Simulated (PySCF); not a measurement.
**A small calculation by hand: chemical shift, span and skew from a shielding tensor**

H₃Si, SMILES [SiH3] (connectivity only; charge and spin as stated), charge +1, multiplicity 1. Atoms are numbered in the order given.

```xyz
4

Si     0.0000     0.0000     0.0000
H     -1.4677     0.0000     0.0000
H      0.7338     1.2711     0.0000
H      0.7338    -1.2711     0.0000
```
Charge +1, spin multiplicity 1.

Coordinates come from a B3LYP-D3(BJ)/def2-TZVPD optimisation. The multiplicity is an assumed one; other spin states were not compared. The isomer is the one that the SMILES or the coordinates give; other isomers of the formula were not compared.

GIAO shieldings from PBE/pcSseg-2 (PySCF), non-relativistic, no solvent. The symmetric part of the tensor of Si1 has the principal values -254.4, -254.4, 349.6 ppm. The same nucleus in TMS has σ = 324.1 ppm at this level (PySCF, at its B3LYP-D3(BJ)/def2-TZVP geometry).

### Question
Work out the isotropic shielding, the ²⁹Si shift against TMS, the span and the skew.

### Answer

σ(iso) = (σ11 + σ22 + σ33)/3 = -53.1 ppm. δ = σ(ref) − σ(iso) = 324.1 − (-53.1) = 377.2 ppm.
Span Ω = σ33 − σ11 = 604.0 ppm. Skew κ = 3(σ(iso) − σ22)/Ω = 1.00, an axial tensor. Tumbling in solution averages the tensor to δ; in a static solid the shielding alone would spread this spin-1/2 line over Ω.
